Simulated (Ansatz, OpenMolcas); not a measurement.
# C4H5N (pyrrole): a line through the functionals

The species is C4H5N (10 atoms), meant as a singlet with charge 0. As SMILES, `c1cc[nH]c1`. The coordinates come from a PBE0-D4/def2-TZVP relaxation.

The HOMO–LUMO gap y, in eV, basis def2-SVP; a is the functional's share of exact exchange. Programs: Ansatz 0.2.0, OpenMolcas 26.06.

```
functional     program     a  y (eV)
    r2SCAN      Ansatz     0    5.68
      TPSS  OpenMolcas     0    5.48
     B3LYP      Ansatz   0.2    6.91
      PBE0      Ansatz  0.25       ?
   r2SCAN0      Ansatz  0.25    7.59
     BHLYP      Ansatz   0.5    9.33
```

**Question.** Fit y = c + s·a to the known rows and predict PBE0.

**Answer.** 
1. Means of the 5 rows: a = 0.1900, y = 6.998.
2. Σ(Δa)² = 0.172, Σ(Δa·Δy) = 1.2964, so the slope is 1.2964/0.172 = 7.5372.
3. Intercept: 6.998 − (7.5372) × 0.1900 = 5.566. The largest residual of the fit is 0.16.
4. PBE0: 5.566 + (7.5372) × 0.25 = 7.45 eV.

The run gave 7.37 eV, so the prediction is off by +0.08 eV, within the scatter of the fit. Exact exchange lowers occupied levels and raises empty ones. The rows mix families of semi-local functionals, which the line can't see.
